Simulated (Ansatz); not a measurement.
Input for Ansatz (development build ahead of 0.2.0):

```yaml
crystal:
  periodic: [false, false, false]
  atoms:
    - { symbol: P, position_ang: [0.0, 0.0, 0.0] }
    - { symbol: P, position_ang: [0.0, 0.0, 2.1846] }
basis:
  gaussian: { orbitals: def2-SVP }
total_charge: 1
magnetization:
  initial_magnetization: 1
hamiltonian:
  xc: hf
correlation:
  method: mp2
  frozen_orbitals: { P: 5 }
scf:
  omitted_lower_state_checks: [stability, starts, atomic_configurations, cluster_reference, orbital_swaps, given_window_search, neighbouring_geometries, increment]
```

The input is written out in the form of the current development build from the run's settings. Correlation on restricted open-shell orbitals is semicanonical, with singles.

Results

| Quantity | Value |
| --- | --- |
| Converged | yes |
| Reference energy | -680.86952 hartree |
| Correlation energy | -0.20943 hartree |
| Total energy | -681.07895 hartree |
| Spin squared of the determinant | 0.750 |
| Occupied orbitals by symmetry in an Abelian subgroup (alpha; beta) | 5 Ag 4 B1u 1 B2g 2 B2u 1 B3g 2 B3u; 5 Ag 4 B1u 1 B2g 1 B2u 1 B3g 2 B3u |

Messages of the program:
```
mean field -18527.40340263 eV, -680.8695167216 hartree, gradient 4.5e-6 eV, S^2 0.750000; 0 other ends of a descent, 0 dependent functions left out
```

Caution: an unrestricted determinant lies well below; MP2 on this radical cation hangs on the determinant chosen.
